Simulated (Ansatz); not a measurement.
System: sodium chloride, NaCl (charge 0, singlet). SMILES: [Na][Cl]
Coordinates optimised at B3LYP-D3(BJ)/def2-TZVP (Ansatz, a quantum-chemistry and plane-wave program):
```
Na
Cl 1 2.3632
```

Wanted: enthalpy of formation at 298 K, in kcal/mol. Set-up: 6-311+G** with 5d, 6d on Na to Ar in Ansatz; six Cartesian d functions in 6-31G* and its kin unless marked 5d; no spin-orbit coupling; non-relativistic; LANL2DZ with its own core potentials from Na on; valence correlation only; UHF or UKS for open shells. CBS marks a two-point X^-3 extrapolation of the correlation energy; Hartree-Fock from the larger set. First-principles rows: single points at B3LYP-D3(BJ) geometries (Ansatz), with unscaled harmonic terms from B3LYP/6-31G* at its own minima, enthalpies of formation by atomisation with measured atoms.

Measured values: G2/97 table in ASE (Curtiss et al.); they hold spin-orbit and core effects, anharmonicity. 

Value to compare with, the measured value: -43.6 kcal/mol.

```csv
level,program,enthalpy of formation at 298 K (kcal/mol),error
MP2/STO-3G,Ansatz,-143.7,-100.1
MP2/3-21G,Ansatz,-27.1,16.5
MP2/LANL2DZ,Ansatz,-22.0,21.6
MP2/6-31G*,Ansatz,-33.6,10.0
MP2/6-311+G**,Ansatz,-36.5,7.1
"CCSD(T)/CBS(def2-TZVPPD,def2-QZVPPD)",Ansatz,-45.1,-1.5
```

Among the 5 habitual levels, MP2/STO-3G lies farthest from the measured value (-100.1 kcal/mol) and MP2/6-311+G** nearest (7.1); 4 of 5 lie above it, and their mean absolute error is 31.1 kcal/mol, the median 16.5. One case shows no general order.

The sets are all those run for this method; runs whose electronic state is in doubt are left out.
